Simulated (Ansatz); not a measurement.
Total energies of `[CH3][AlH2]`.

Z-matrix (Å, degrees):
```
C
Al 1 1.950
H 1 1.093 2 112.5
H 1 1.093 2 112.6 3 123.1
H 1 1.097 2 109.5 3 -118.4
H 2 1.590 1 120.6 3 29.8
H 2 1.590 1 120.6 3 -151.5
```

The species carries charge 0 and has multiplicity 1. All single points use the PBE0-D4/def2-TZVP geometry. Basis def2-TZVPP, Ansatz 0.2.0.

RPA on PBE orbitals: Hartree–Fock energy of these orbitals -282.68207 Eh, correlation -0.51111 Eh (frozen core).

```csv
functional,energy without D4 (Eh),D4 term (kJ/mol)
LDA (SPW92),-282.07204,–
revPBE,-283.48104,-24.4
B97M-V,-283.49634,–
PBE0,-283.37597,-6.3
r2SCANh,-283.48654,-1.9
HSE06 (plane-wave form),-283.36670,-5.8
BHLYP,-283.52246,-9.2
CAM-B3LYP,-283.52725,-6.3
ωB97M-V,-283.49289,–
B2PLYP,-283.38668,–
```

Question: Give the same for PBE, BLYP, r2SCAN, B3LYP, r2SCAN0, LC-ωPBE, ωB97X-V, PBE-QIDH. (An estimate is asked.)

Answer: The calculation gave: 
```csv
functional,energy without D4 (Eh),D4 term (kJ/mol)
PBE,-283.34047,-7.6
BLYP,-283.52073,-16.9
r2SCAN,-283.48941,-1.8
B3LYP,-283.58036,-12.2
r2SCAN0,-283.48263,-2.1
LC-ωPBE,-283.44226,–
ωB97X-V,-283.49507,–
PBE-QIDH,-283.28310,–
```

B3LYP takes the VWN-RPA correlation (the form of Gaussian; ORCA's B3LYP/G). HSE06 is the plane-wave form, built on full-range PBE exchange. The double hybrids freeze the cores in their second-order part.

LC-ωPBE has ω = 0.4 bohr⁻¹.
